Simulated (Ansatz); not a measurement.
# AlCl2H: the cost of one run

All numbers below are computed with Ansatz 0.2.0 (RKS PBE0-D4/cc-pVDZ).

## Step 1: Starting point

Bond lengths: Al1–H2 1.760 Å, Al1–Cl3 2.430 Å, Al1–Cl4 2.230 Å. Angles: H2–Al1–Cl3 50.0°, H2–Al1–Cl4 150.7°, Cl3–Al1–Cl4 159.3°.

As a file:

```xyz
4

Al    0.0000    0.0000    0.0000
H     0.8998    0.0000    1.5126
Cl    2.3982    0.0000    0.3916
Cl   -1.9312    0.0000   -1.1150
```

## Step 2: Pulling towards end A

Springs on the bonds that form and break draw the guess towards this end; the thresholds are loose.

Input file input.yaml:

```yaml
crystal:
  periodic: [false, false, false]
  atoms:
    - { symbol: Al, position_ang: [0.0, 0.0, 0.0] }
    - { symbol: H, position_ang: [0.8998, 0.0, 1.5126] }
    - { symbol: Cl, position_ang: [2.3982, 0.0, 0.3916] }
    - { symbol: Cl, position_ang: [-1.9312, 0.0, -1.115] }
basis:
  gaussian: { orbitals: cc-pVDZ }
hamiltonian:
  xc: pbe0
  dispersion: d4
relax:
  f_tol: 0.15
  max_steps: 25
  restrain:
    - { distance: [1, 2], at: 2.57, k: 30.0 }
    - { distance: [0, 1], at: 1.56, k: 30.0 }
    - { distance: [0, 2], at: 2.23, k: 30.0 }
```

Command:

```sh
$ ansatz run input.yaml --threads 1 --pin off --max-ram 2048MiB --backend cpu --events-out ev --progress --plain --runs-dir out
```

What time and memory should one allow on 1 thread of AMD EPYC 7R43 (Zen 3), shared host?

About 13 s, with a peak of 0.14 GiB.
